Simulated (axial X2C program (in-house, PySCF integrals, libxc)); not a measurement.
# CS: computed against measured constants

All values were computed with an in-house relativistic program for diatomic molecules. Spin-free means the one-electron spin-free X2C Hamiltonian; two-component (2c) means X2C with spin–orbit coupling and atomic mean-field two-electron Coulomb and Gaunt terms, so the difference of the two also holds small scalar two-electron terms. Basis: S dyall-av3z [9s8p3d2f], C dyall-v3z [7s6p2d1f] (cores contracted in-house); Gaussian nuclei, density fitting, unrestricted open shells. Masses: S 31.972 u, C 12.000 u.

```json
{"Hamiltonian": "spin-free", "level": "PBE0", "Re (Å)": "1.533", "ωe (cm⁻¹)": "1326.1", "ωexe (cm⁻¹)": "5.7", "De (eV)": "7.21"}
{"Hamiltonian": "spin-free", "level": "HF", "Re (Å)": "1.514", "ωe (cm⁻¹)": "1419.6", "ωexe (cm⁻¹)": "5.42", "De (eV)": "4.14"}
{"Hamiltonian": "spin-free", "level": "MP2", "Re (Å)": "1.542", "ωe (cm⁻¹)": "1298.5", "ωexe (cm⁻¹)": "5.58", "De (eV)": "7.43"}
{"Hamiltonian": "spin-free", "level": "CCSD", "Re (Å)": "1.537", "ωe (cm⁻¹)": "1325.4", "ωexe (cm⁻¹)": "5.69", "De (eV)": "6.73"}
{"Hamiltonian": "spin-free", "level": "CCSD(T)", "Re (Å)": "1.548", "ωe (cm⁻¹)": "1271.9", "ωexe (cm⁻¹)": "6.3", "De (eV)": "7.12"}
{"Hamiltonian": "spin-free", "level": "BHandHLYP", "Re (Å)": "1.519", "ωe (cm⁻¹)": "1373.0", "ωexe (cm⁻¹)": "5.68", "De (eV)": "6.52"}
{"Hamiltonian": "2c", "level": "PBE0", "Re (Å)": "1.533", "ωe (cm⁻¹)": "1325.8", "ωexe (cm⁻¹)": "5.7", "De (eV)": "7.21"}
{"Hamiltonian": "2c", "level": "HF", "Re (Å)": "1.514", "ωe (cm⁻¹)": "1419.2", "ωexe (cm⁻¹)": "5.42", "De (eV)": "4.13"}
{"Hamiltonian": "2c", "level": "MP2", "Re (Å)": "1.542", "ωe (cm⁻¹)": "1298.2", "ωexe (cm⁻¹)": "5.59", "De (eV)": "7.40"}
{"Hamiltonian": "2c", "level": "CCSD", "Re (Å)": "1.537", "ωe (cm⁻¹)": "1324.9", "ωexe (cm⁻¹)": "5.7", "De (eV)": "6.71"}
{"Hamiltonian": "2c", "level": "CCSD(T)", "Re (Å)": "1.548", "ωe (cm⁻¹)": "1271.2", "ωexe (cm⁻¹)": "6.32", "De (eV)": "7.09"}
{"Hamiltonian": "2c", "level": "BHandHLYP", "Re (Å)": "1.520", "ωe (cm⁻¹)": "1372.6", "ωexe (cm⁻¹)": "5.68", "De (eV)": "6.52"}
```

De refers to S + C.

Correlated methods: 10 electrons correlated (number of frozen shells: S 2 s, 1 p; C 1 s), 172 virtual spin orbitals or spinors in MP2, 90 natural virtuals in coupled cluster.

Measured (Huber and Herzberg, Constants of Diatomic Molecules, 1979; state 1Σ+): Re (Å) 1.53494, ωe (cm⁻¹) 1285.08, ωexe (cm⁻¹) 6.46.

(1) Work out the error of each level, computed minus measured.

One determinant describes the state; a PBE0 search over occupations chose it and may have missed a lower one. The closed shell is kept restricted, so the energy runs too high when the bond is stretched far. De is counted from the lowest determinant-based energies of the atoms at the same level, without counterpoise correction. Coupled cluster ran in a truncated set of natural virtual spinors; the MP2 energy of the rest was added. (T) has no such correction and the atoms are truncated less, which lowers De at CCSD(T) by a hundredth of an eV or more. The 2c atoms are single determinants rather than J levels; their spin–orbit lowering is only partly caught, and De is too large by that part. This holds for PBE0, MP2, CCSD, CCSD(T), BHandHLYP. Without a current term, density functionals place determinants with orbital angular momentum somewhat too high.

Results:

(1) 

| Hamiltonian | level | Re (Å) | ωe (cm⁻¹) | ωexe (cm⁻¹) |
| --- | --- | --- | --- | --- |
| spin-free | PBE0 | -0.002 | 41.0 | -0.76 |
| spin-free | HF | -0.021 | 134.5 | -1.04 |
| spin-free | MP2 | 0.007 | 13.4 | -0.88 |
| spin-free | CCSD | 0.002 | 40.3 | -0.77 |
| spin-free | CCSD(T) | 0.013 | -13.2 | -0.16 |
| spin-free | BHandHLYP | -0.016 | 87.9 | -0.78 |
| 2c | PBE0 | -0.002 | 40.7 | -0.76 |
| 2c | HF | -0.021 | 134.1 | -1.04 |
| 2c | MP2 | 0.007 | 13.1 | -0.87 |
| 2c | CCSD | 0.002 | 39.8 | -0.76 |
| 2c | CCSD(T) | 0.013 | -13.9 | -0.14 |
| 2c | BHandHLYP | -0.015 | 87.5 | -0.78 |
